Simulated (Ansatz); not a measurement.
A run of Ansatz (development build ahead of 0.2.0) on singlet NH₃ at this shape:

| atom | x (Å) | y (Å) | z (Å) |
| --- | --- | --- | --- |
| N | 0.0000 | 0.0000 | 0.0000 |
| H | 0.0000 | 1.8800 | 0.7600 |
| H | 1.6280 | -0.9400 | 0.7600 |
| H | -1.6280 | -0.9400 | 0.7600 |

Its results:

```
Converged                       : yes
Total energy                    : -56.09708 hartree
Spin squared of the determinant : 1.538
Stability test                  : minimum
```

Q: Which input gives this output? Name the method, the orbitals and the basis set, and write the input.

A: PBE (unrestricted) in pcseg-2.

```yaml
crystal:
  periodic: [false, false, false]
  atoms:
    - { symbol: "N", position_ang: [0.0, 0.0, 0.0] }
    - { symbol: H, position_ang: [0.0, 1.88, 0.76] }
    - { symbol: H, position_ang: [1.628, -0.94, 0.76] }
    - { symbol: H, position_ang: [-1.628, -0.94, 0.76] }
basis:
  gaussian: { orbitals: pcseg-2 }
magnetization:
  spin_polarized: true
hamiltonian:
  xc: pbe
```

Caution: charge can spread falsely over distant fragments; the unrestricted determinant is a mixture of spin states.
